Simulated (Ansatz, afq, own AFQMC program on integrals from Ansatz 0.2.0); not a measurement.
## Where AFQMC and coupled cluster stand for Al₂H₂⁺, doublet

```yaml
atoms:
  - { symbol: Al, position_ang: [0.0000, 0.0925, 1.2647] }
  - { symbol: Al, position_ang: [0.0000, -0.0193, -1.3669] }
  - { symbol: H, position_ang: [0.0000, -0.6882, 2.6804] }
  - { symbol: H, position_ang: [0.0000, -1.2711, 0.0548] }
```

Connectivity, by distances: AlH–Al, 1 bridging H.

Basis cc-pVTZ. Only valence electrons are correlated. Integrals, coupled cluster, full CI and functionals: Ansatz 0.2.0; the random walks run on the same integrals in our own AFQMC program. ph-AFQMC/CISD is guided by a CISD state made of CCSD amplitudes; releasing the constraint for a short imaginary time cuts its bias at the price of noise, slowly where states lie close. Error bars are statistical, one sigma.

Determinant: UHF, the one that the program's search chose, which needn't be the lowest solution. The geometry is a PBE0/def2-TZVP stationary point of this or a neighbouring charge and spin state.

No full CI on the walks' own integrals is used here; CCSDT(Q) serves as the reference and is uncertain by about the last step of the cluster series.

Cautions: higher spins were not checked; raised T1 diagnostic (T1 0.043, weight of the determinant 0.86, largest double 0.06); unrestricted determinant spin contaminated (⟨S²⟩ 0.88 against 0.75); the released energies are still falling, so no released level is given (meV from the phaseless value at times in 1/Eh: 0 ± 4 at 0.24, -3 ± 3 at 0.50, -6 ± 3 at 1.00, -9 ± 3 at 1.50), though the last usable value meets CCSDT(Q) within the noise.

```
T1 diagnostic                               : 0.0426
weight of the determinant in the CISD state : 0.858
⟨S²⟩ of the determinant                     : 0.882
size of the correlated space                : 7 electrons in 86 orbitals
```

Reference: CCSDT(Q), correlation energy -3.939 eV.

```csv
level,E − E(reference) (meV),share of correlation (%)
HF,3938.9,0.00
MP2,1086.8,72.41
CCSD,158.6,95.97
CCSD(T),40.7,98.97
CCSDT,5.7,99.86
ph-AFQMC/CISD,11.4 ± 4.1,99.71
```

A walk keeps the symmetry of its determinant, which the program's search chose and which needn't be the lowest solution, so a lower state of the same spin and another symmetry isn't excluded.
